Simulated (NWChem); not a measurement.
Basis-set convergence for formic acid (CH₂O₂)

```xyz
5

O      0.7471     0.8327     0.0000
C      0.1768    -0.3801     0.0000
O     -1.0040    -0.5887     0.0000
H      0.0276     1.4904     0.0000
H      0.9664    -1.1619     0.0000
```
Charge 0, spin multiplicity 1.

The numbers come from NWChem runs, not from measurements. The geometry was optimised at B3LYP/def2-SVP, a minimum by its harmonic frequencies. It is one conformer; others weren't searched.

Quantity: LUMO energy at the level PBE0.

The Pople sets run with spherical d functions.

Q: In def2-QZVP the value is -0.27 eV. Among pcseg-1, def2-SVP, 6-311++G**, aug-pcseg-1, aug-cc-pVDZ, cc-pVTZ, def2-TZVPP, def2-TZVPD, cc-pVQZ, which is the smallest basis within 0.2 eV of it?

A: 6-311++G**, with 80 functions against 231 and about 2 % of the time (also within reach: aug-pcseg-1, aug-cc-pVDZ, def2-TZVPP, def2-TZVPD, cc-pVQZ). def2-QZVP isn't the basis-set limit itself, and a small set can land close by cancellation.

```tsv
basis	functions	LUMO energy (eV)
pcseg-1	52	-0.04
def2-SVP	52	0.16
6-311++G**	80	-0.34
aug-pcseg-1	87	-0.34
aug-cc-pVDZ	87	-0.33
cc-pVTZ	118	-0.04
def2-TZVPP	121	-0.16
def2-TZVPD	135	-0.32
cc-pVQZ	225	-0.18
def2-QZVP	231	-0.27
```
